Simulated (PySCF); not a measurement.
**Structure revision by computed shifts**

A compound C3H5NO gives the data below (simulated from a calculation) and was assigned the structure `C/C=N\C=O`.

¹³C{¹H} NMR (computed): δ 179.4 (C), 146.7 (CH2), 26.6 (CH3).

¹H NMR (400 MHz, computed): δ 7.58 (d, J = 18.0 Hz, 1H), 7.23 (d, J = 18.0 Hz, 1H), 2.08 (s, 3H).

Non-relativistic Hamiltonian, fast rotation and ring inversion assumed for equivalent nuclei, a single conformation, no solvent. NMR shieldings at PBE0/pcSseg-1/GIAO; geometry: GFN2-xTB; spin–spin couplings from B3LYP/pcJ-1 (spin–dipole term only in couplings to heteroatoms); PySCF.

Shifts are taken against calculated references (same method and geometry level): TMS for ¹H and ¹³C.

**Question.** Compare with the shifts computed for the proposed structure, pairing carbons in order of shift.

**Answer.** Mapped SMILES: `[CH3:1]/[CH:2]=[N:3]\[CH:4]=[O:5]`. Each H is labelled by its parent atom.

```
atom  computed for proposal  given list  difference
  C4                  165.9       179.4       -13.5
  C2                  157.2       146.7       +10.5
  C1                   26.4        26.6        -0.2
```

The rms difference is 9.9 ppm and the largest -13.5 ppm at C4 (amide carbonyl carbon). The carbon types in order of shift don't match either: CH, CH, CH3 for the proposal against C, CH2, CH3 in the data. The proposal doesn't fit.

**Question.** Which isomer fits?

**Answer.** `O=C(N=C)C`.

1. Carbon types of the structure: 1 × C, 1 × CH2, 1 × CH3, which accounts for all hydrogens.
2. δC 179.4: amide carbonyl carbon; it is a carbonyl in resonance with an O or N lone pair, the region of acids, esters and amides.
3. δC 146.7: C=N carbon.
4. δC 26.6: methyl carbon α to a carbonyl; α to the electron-withdrawing carbonyl group.
5. δH 2.08: hydrogen on a methyl carbon α to a carbonyl; α to C=O.
6. The protons at 7.58 and 7.23 share a coupling of 18.0 Hz (geminal).

Other isomers checked: C/N=C/C=O (rms 22.6 ppm).

The data come from this structure; uniqueness wasn't tested.

Splittings below 1 Hz are ignored in the labels, and close J values are merged. Shifts are as computed. Against solution values, carbons near 30 ppm lie about +3 ppm off and those near 130 ppm about +5 ppm. Of 1211 compounds with measured shifts, 218 miss one by over three times the rms of a fit or turn the order of signals round; such compounds aren't used in these exercises.
